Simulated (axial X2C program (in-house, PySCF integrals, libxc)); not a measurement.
## Correcting the dissociation energy of Cl₂ for spin–orbit coupling

A spin-free CCSD(T) curve (one-electron X2C) was computed with an in-house relativistic program for diatomic molecules, basis Cl dyall-av3z [9s8p3d2f] (cores contracted in-house), for the state M_S = 0, Λ = 0 (closed shell). It gives D0 = 2.281 eV to Cl + Cl, which in a spin-free picture are the weighted means of the ground terms.

Correlated methods: 14 electrons correlated (number of frozen shells: Cl 2 s, 1 p), 194 virtual spin orbitals or spinors in MP2, 90 natural virtuals in coupled cluster.

Measured levels of the ground terms (NIST Handbook of Basic Atomic Spectroscopic Data), in cm⁻¹: Cl 2P: J = 3/2 at 0, J = 1/2 at 882.4.

The molecular state has Λ = 0, so it has no first-order lowering.

Question: How far does each ground level lie under the (2J+1)-weighted mean of its term?

Answer: Cl: (4 × 0 + 2 × 882.4)/6 = 294 cm⁻¹, counted twice.

Question: Correct D0.

Answer: D0 = 2.281 + (0 − 588)/8065.5 = 2.208 eV at CCSD(T) with these spin–orbit terms. The direct two-component run, taken to the lowest atomic determinants of a wider search where it found them, gives 2.214 eV; the difference holds second-order terms in the molecule, scalar two-electron terms, the gap between measured and computed atomic splittings (a 2c atom can miss part of its lowering) and, in coupled cluster, the truncation of each run.

Second-order spin–orbit effects in the molecule, which grow quickly with Z, are left out. Occupations by symmetry block were frozen at the best pattern of an incomplete PBE0 search. Dissociation energies refer to the lowest single-determinant-based atoms at the same level and basis. CCSD and (T) use frozen natural virtuals with an MP2 correction for the truncation; (T) itself is uncorrected, so its De runs slightly low.
